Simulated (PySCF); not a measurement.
## hydrogen cyanide: adiabatic energies of losing or gaining an electron at several levels

Structure: `C#N` (CHN).

All levels share the PBE0-D3(BJ)/ma-def2-SVP structures and the PBE0-D3(BJ)/ma-def2-SVP thermal terms; only the single-point energies (PySCF) change. Values are adiabatic energies of losing or gaining an electron (0 K, eV).

| level | ionisation energy to the radical cation | abs. error | time |
| --- | --- | --- | --- |
| M06-L/ma-def2-TZVP (grid 4) | 13.22 | 0.38 | 33 s |
| B97-2/aug-cc-pVTZ | 13.37 | 0.24 | 9.8 s |
| ωB97X-D3(BJ)/ma-def2-TZVP | 13.45 | 0.15 | – |
| LC-ωPBE/ma-def2-TZVP | 13.50 | 0.11 | 12 s |
| ATcT 1.112 | 13.61 |  |  |

Times are wall times for all single points of a level on 1 thread of Intel Xeon 6975P-C, a shared host; the dash marks the run that also made the structures. LC-ωPBE, M06-L ran on a slower path of this set-up, which computes the density-fitting integrals anew in every SCF cycle while the other levels store them. So the times needn't show the usual order of cost, and those levels read slower than they are.

The spread: 0.27 eV, from 13.22 to 13.50.

Differences come from unrounded values, so a last digit can differ from that of the printed terms.
